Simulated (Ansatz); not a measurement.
**BSiH5 (singlet): the correlation ladder at distance B1–H4 along a hydrogen transfer = 1.501 Å, cc-pVDZ**

One table from this session's results is given with a row withheld; the runs are named, their logs left out.

Method: cc-pVDZ, core rule «outside noble gas», up to 6 orbitals frozen; program: Ansatz 0.2.0, Gaussian basis.

To be run: UHF; CCSD(T) on RHF; CCSD(T) on UHF; BCCD(T) on RHF; CISD; CCSDT(Q) on RHF; CCSDT(Q) on UHF; CASSCF and NEVPT2, 2 electrons in 2 orbitals; CASSCF and NEVPT2, 8 electrons in 8 orbitals.

6 further runs of the same task are left out: 5 that didn't finish, 1 set aside as unsound or not needed.

**The geometry**

The geometry derives from fragments relaxed apart (PBE0/def2-TZVP) and kept rigid, so it is no stationary point. A hydrogen atom is moved between rigid fragments.

7 atoms, charge 0, spin multiplicity 1.

Atoms are counted from 1 here; the program's logs count them from 0.

Bond lengths: B1–H2 1.193 Å, B1–H3 1.193 Å, Si5–H6 1.526 Å, Si5–H7 1.526 Å. Angles: H2–B1–H3 120.0°, H6–Si5–H7 91.2°.

Set-up of the first run:

Contents of in.yaml:

```yaml
crystal:
  periodic: [false, false, false]
  atoms:
    - {symbol: B, position_ang: [-2.330966, 0.040114, 0.000000]}
    - {symbol: H, position_ang: [-2.927699, 1.073685, 0.000000]}
    - {symbol: H, position_ang: [-2.927699, -0.993457, 0.000000]}
    - {symbol: H, position_ang: [-0.829966, 0.040114, 0.000000]}
    - {symbol: Si, position_ang: [1.020034, 0.040114, 0.000000]}
    - {symbol: H, position_ang: [1.632214, -0.834170, 1.090012]}
    - {symbol: H, position_ang: [1.632214, -0.834170, -1.090012]}
basis:
  gaussian: {orbitals: cc-pVDZ}
magnetization: {spin_polarized: true, initial_magnetization: 0}
hamiltonian: {xc: hf}
output: {orbitals: {seedname: orbitals}}
```

Run with:

```bash
ansatz run in.yaml --threads 1 --pin off --events-out ev --progress --plain --max-ram 2393MiB
```

Steps of the session up to this table: UHF; CCSD(T) on RHF; CCSD(T) on UHF; BCCD(T) on RHF; CISD; CCSDT(Q) on RHF; CCSDT(Q) on UHF; CASSCF and NEVPT2, 2 electrons in 2 orbitals; CASSCF and NEVPT2, 8 electrons in 8 orbitals.

One table of the session follows, with a row left open; its other results are not shown here.

It belongs to the step «Misses and costs». 

| method | from RCCSDT(Q) (kJ/mol) |
| --- | --- |
| RHF | +660.2 |
| UHF | +650.3 |
| RMP2 | +154.2 |
| UMP2 | +171.0 |
| CISD | +81.2 |
| RCCSD | +20.1 |
| UCCSD | ? |
| RCCSD(T) | +4.4 |
| UCCSD(T) | +6.3 |
| BCCD(T) | +4.4 |
| RCCSDT | +0.8 |
| UCCSDT | +1.0 |
| RCCSDT(Q) | 0 |
| UCCSDT(Q) | 0.0 |
| CASSCF frontier | +478.4 |
| NEVPT2 frontier | +129.2 |

**Question.** Estimate the row for UCCSD.

As computed: from RCCSDT(Q) (kJ/mol): +23.1. In the column «from RCCSDT(Q) (kJ/mol)» it lies between RCCSD (+20.1) and CISD (+81.2).

Left out of the table: CASSCF pair, NEVPT2 pair (the active space lost an orbital or holds another state than full CI finds).

To keep in mind: Restricted and unrestricted rows rest on different reference determinants; where their highest levels disagree by more than a few hundredths of an eV, they describe different states and don't form one ladder. Warnings in the runs' records: passed over end.
